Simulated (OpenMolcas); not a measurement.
**C2H6Si (SMILES CC[SiH]): the energy, rung by rung**

C2H6Si: 9 atoms, total charge 0, spin state singlet. As SMILES, `CC[SiH]`. The shape is that of a PBE0-D4/def2-TZVP optimisation. This is one conformer, not always the lowest.

```xyz
9

C    -0.5936    0.4956   -0.5627
C     0.4234   -0.5638   -0.1589
Si    1.4751   -0.3587    1.3987
H    -1.2089    0.1731   -1.4077
H    -0.0980    1.4230   -0.8605
H    -1.2584    0.7363    0.2695
H     1.0510   -0.8648   -1.0043
H    -0.1030   -1.4977    0.1334
H     0.4011    0.4106    2.1753
```

Quantity: the energy change with the C2–Si3 bond stretched from 1.891 to 2.458 Å, in eV. The values are calculated.

```
                       level                   kind     program  value (eV)  less CCSD(T)/cc-pVDZ  CPU time (all runs)
   HF/cc-pVDZ (unrestricted)           Hartree–Fock  OpenMolcas        1.11                 +0.13                 14 s
  SVWN5/cc-pVDZ (restricted)                    LDA  OpenMolcas        1.15                 +0.17                 40 s
    PBE/cc-pVDZ (restricted)                    GGA  OpenMolcas        0.97                 -0.01                 59 s
 revPBE/cc-pVDZ (restricted)                    GGA  OpenMolcas        0.90                 -0.08                 61 s
   TPSS/cc-pVDZ (restricted)               meta-GGA  OpenMolcas        0.96                 -0.02                 88 s
  BHLYP/cc-pVDZ (restricted)          global hybrid  OpenMolcas        1.16                 +0.18                 53 s
 B2PLYP/cc-pVDZ (restricted)          double hybrid  OpenMolcas        1.05                 +0.07                 45 s
    MP2/cc-pVDZ (restricted)    perturbation theory  OpenMolcas        1.09                 +0.11                9.2 s
CCSD(T)/cc-pVDZ (restricted)  coupled cluster or CI  OpenMolcas        0.98                  0.00                 41 s
```

Differences are taken from CCSD(T)/cc-pVDZ (restricted) for orientation; it has basis-set and higher-order errors of its own. The first shape isn't each level's own minimum. The values span 0.90 to 1.16 eV. Spin contamination of the reference (⟨S²⟩ at least 0.1 too high) touches HF/cc-pVDZ. CPU times are rough (shared hosts, several kinds of processor): they show what a rung costs within a factor of a few.
